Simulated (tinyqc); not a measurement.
A ladder of methods, and size consistency: correlation methods against full CI in the sto-3g basis, for H2O, spin multiplicity 1. Computed by the program tinyqc with PySCF. 

Geometry (angstrom):
```
atom       x        y       z
O     0.0000   0.0000  0.0000
H     0.0000   0.7940  0.6480
H     0.0000  -0.7940  0.6480
```

RHF energy of one = -74.963052 hartree

All electrons correlated; +Q is the Davidson correction (1 - c0^2) E_corr. The last columns treat two copies 100 angstrom apart as one system. FCI is the lowest singlet.

Correlation energies (hartree):
```
method   E_corr of one  share of FCI (%)  E_corr of two at 100 angstrom  two minus twice one (mhartree)
MP2           -0.04194            70.748                       -0.08387                           0.000
CISD          -0.05818            98.146                       -0.11269                           3.665
CISD+Q        -0.06014           101.449                       -0.11956                           0.713
CCSD          -0.05913            99.746                       -0.11825                           0.000
CCSD(T)       -0.05920            99.874                       -0.11840                           0.000
FCI           -0.05928           100.000                              -                               -
```

MP2 recovers 71 %, CISD 98.1 % and CCSD 99.7 % of the FCI value (c0^2 = 0.966 in CISD). MP2 and coupled cluster are size consistent, so their last column vanishes; CISD loses 3.66 mhartree, since a double excitation on each copy is a quadruple of the pair, and the Davidson correction leaves +0.71.
